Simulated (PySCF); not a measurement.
Below is a simulated gas-phase Si 2p photoelectron spectrum of `N[SiH2]O`.

Every computed line was given a Gaussian of 1.0 eV full width at half maximum and an area set by the number of equivalent atoms (split 2:1 within a doublet); the highest printed point is 100. Computed with delta-SCF UKS SCAN, pcX-2 on the ionised atom, pcseg-1 elsewhere, spin-free X2C (PySCF 2.14.0).

binding energy (eV), intensity and a bar:
```
    106.0          0 
    106.1          1 
    106.2          1 
    106.3          3 #
    106.4          5 #
    106.5          8 ##
    106.6         13 ####
    106.7         20 ######
    106.8         29 #########
    106.9         40 ############
    107.0         53 ################
    107.1         66 ####################
    107.2         78 #######################
    107.3         89 ###########################
    107.4         96 #############################
    107.5        100 ##############################
    107.6        100 ##############################
    107.7         97 #############################
    107.8         91 ###########################
    107.9         83 #########################
    108.0         74 ######################
    108.1         64 ###################
    108.2         54 ################
    108.3         44 #############
    108.4         35 ###########
    108.5         27 ########
    108.6         19 ######
    108.7         14 ####
    108.8          9 ###
    108.9          6 ##
    109.0          3 #
    109.1          2 #
    109.2          1 
    109.3          1 
    109.4          0 
    109.5          0
```

How many maxima does the curve show, and how many computed lines lie under it?

The curve has 1 maximum (at 107.6 eV). Under it lie 2 lines from 1 inequivalent silicon site, drawn as a 2p3/2, 2p1/2 pair. At this width some lines have no maximum of their own.

Decompose the envelope and assign each component. Numbering: `[NH2:1][SiH2:2][OH:3]`.

| position (eV) | relative area | line | atoms | environment |
| --- | --- | --- | --- | --- |
| 107.42 | 0.67 | Si 2p3/2 | Si2 | oxygen-bound silicon |
| 108.05 | 0.33 | Si 2p1/2 | Si2 | oxygen-bound silicon |

No satellites, vibrations or lifetime broadening are included. The 2p values add to the ΔSCF energy of one spin-free hole a correction within the shell (spin–orbit coupling, ligand field). 2p1/2 minus 2p3/2 (ligand field included): Si 0.62 eV. Isolated species at its PBE0-D3(BJ)/def2-SVP geometry (one conformer only).

The values belong to the conformer `[NH2:1][SiH2:2][OH:3]`: H–N1–Si2–O3 -73°, H–N1–Si2–O3 129°, H–O3–Si2–N1 -49°.
